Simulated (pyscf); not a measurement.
`[OH][P]([OH])[OH]` + `[H][H]` → `[OH][P]([OH])[OH]` + `[H][H]` (four-centre exchange; singlet surface; H–O, H–H broken, H–O, H–H formed). Structures and frequencies: ωB97X-D3(BJ)/def2-SVP in PySCF. Energies in kcal/mol from the separated reactants.

```json
[
 {"level": "ωB97X-D3(BJ)/def2-TZVP", "barrier": "70.2", "reaction energy": "0.0"},
 {"level": "PBE/def2-TZVP", "barrier": "60.3", "reaction energy": "0.0"},
 {"level": "r²SCAN/def2-TZVP", "barrier": "[?]", "reaction energy": "0.0"},
 {"level": "M06-2X/def2-TZVP", "barrier": "72.2", "reaction energy": "0.0"},
 {"level": "ωB97M-D3(BJ)/def2-TZVP", "barrier": "[?]", "reaction energy": "0.0"},
 {"level": "HF/def2-TZVP", "barrier": "90.9", "reaction energy": "0.0"}
]
```

Question: Complete the blanks.

Answer: 
- r²SCAN/def2-TZVP, barrier: 64.8
- ωB97M-D3(BJ)/def2-TZVP, barrier: 69.1

The functionals in the table span 11.8 kcal/mol in this barrier, from PBE to M06-2X. The same reactants have a lower exit, to HO–PH–OH + H₂O (barrier +62.1 kcal/mol at ωB97M-D3(BJ)/def2-TZVP, against +69.1 kcal/mol here). One saddle was located; it need not be the lowest between these sides.
